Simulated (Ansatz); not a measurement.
```yaml
crystal:
  periodic: [false, false, false]
  atoms:
    - {symbol: Al, position_ang: [0.359491, 0.624251, 0.008418]}
    - {symbol: H, position_ang: [1.928035, 0.541556, 0.060019]}
    - {symbol: H, position_ang: [-0.493744, 1.943566, -0.026609]}
    - {symbol: C, position_ang: [-0.608958, -1.052142, -0.014138]}
    - {symbol: N, position_ang: [-1.184814, -2.057220, -0.027679]}
basis:
  gaussian: {orbitals: cc-pVTZ-DK}
hamiltonian: {xc: {name: HF}}
correlation: {method: mp2, frozen_orbitals: {Al: 0}}
output: {forces: true}
```

```sh
$ ansatz run in.yaml --threads 4 --pin off --events-out ev --progress --plain --max-ram 3916MiB
```

Shortened log:

```
Functional definition: HF
Error: "frozen_orbitals" has no count for H
```

Question: What is wrong with this run?

Answer: Frozen orbitals are typed for one element alone, and the program wants a count for each (the count typed has to fit that element's core, too). The input was rejected before any iteration.
